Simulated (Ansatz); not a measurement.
Basis-set extrapolation for C$_{8}$H$_{18}$, SMILES `CCC(C)(CC)CC` (PBE0-D4/def2-TZVP geometry, frozen core, Ansatz). Multiplicity 1, RHF reference.

```json
{"": "HF", "def2-TZVPP": "-313.539523", "def2-QZVPP": "-313.554316"}
{"": "MP2 correlation", "def2-TZVPP": "-1.428943", "def2-QZVPP": "-1.515838"}
{"": "CCSD(T) correlation", "def2-TZVPP": "-1.577684", "def2-QZVPP": "not run"}
```

Energies in hartree. Use E(X) = E(∞) + A·exp(−7.88·√X) for Hartree–Fock and E(X) = E(∞) + B·X^(−2.97) for correlation, with X = 3 and 4, and add CCSD(T) minus MP2 of the smaller set to the MP2 limit.

**Question.** What is the CCSD(T) energy at the basis-set limit?

**Answer.** HF limit: -313.554316 + (-0.014793) × 0.13774 = -313.55635. MP2 limit: -1.515838 + (-0.086895) × 0.74074 = -1.58020. Higher-order term: -1.577684 − (-1.428943) = -0.14874. Total: -315.28529 hartree, 105.5 kcal/mol below CCSD(T)/def2-TZVPP.
